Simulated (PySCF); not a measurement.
# N₂: magnetic properties

The task here is to estimate one member of a computed series from the others.

Programs: PySCF 2.14.0, with routines of our own; each step states its level. All values are computed. Atoms count from 0.

## The starting structure

2 atoms, charge 0, multiplicity 1; geometry from: GFN2-xTB.

The first run:

What the job is given:

```
{"job": {"xc": "PBE0", "basis": "def2-SVP", "d3": "d3bj", "grid": 1, "kind": "geom"}, "charge": 0, "multiplicity": 1}
N      0.550487    -0.002118    -0.003770
N     -0.547730     0.003387    -0.010379
```

The run is started by

```sh
$ OMP_NUM_THREADS=1 python excited_run.py task.json out
```

The driver reads the jobs from task.json and runs them one after another.

Steps of the session up to this table: Relaxing the molecule at PBE0-D3(BJ)/def2-SVP; Magnetic properties: GIAO HF/aug-pcSseg-2; Magnetic properties: GIAO LDA/aug-pcSseg-2; Magnetic properties: GIAO PBE/aug-pcSseg-2; Magnetic properties: GIAO BLYP/aug-pcSseg-2; Magnetic properties: GIAO BP86/aug-pcSseg-2; Magnetic properties: GIAO OPBE/aug-pcSseg-2; Magnetic properties: GIAO OLYP/aug-pcSseg-2; Magnetic properties: GIAO KT1/aug-pcSseg-2; Magnetic properties: GIAO KT2/aug-pcSseg-2; Magnetic properties: GIAO KT3/aug-pcSseg-2; Magnetic properties: GIAO B97-D/aug-pcSseg-2; Magnetic properties: GIAO HCTH407/aug-pcSseg-2.

One of the session's tables, all rows but one given; the rest of the session is left out.

It belongs to the step «Magnetic properties side by side». 

```
                    level  gap (eV)
     GIAO HF/aug-pcSseg-2     18.36
    GIAO LDA/aug-pcSseg-2      8.20
    GIAO PBE/aug-pcSseg-2      8.31
   GIAO BLYP/aug-pcSseg-2      8.34
   GIAO BP86/aug-pcSseg-2      8.35
   GIAO OPBE/aug-pcSseg-2      8.35
   GIAO OLYP/aug-pcSseg-2      8.36
    GIAO KT1/aug-pcSseg-2      8.59
    GIAO KT2/aug-pcSseg-2      8.66
    GIAO KT3/aug-pcSseg-2      8.61
  GIAO B97-D/aug-pcSseg-2         ?
GIAO HCTH407/aug-pcSseg-2      8.35
```

Q: Estimate the row for GIAO B97-D/aug-pcSseg-2 from the others.

As computed: gap (eV): 8.42. In the column «gap (eV)» it lies between GIAO OLYP/aug-pcSseg-2 (8.36) and GIAO KT1/aug-pcSseg-2 (8.59).

Limits of these values: Vibrational averaging and real surroundings are missing from these values.
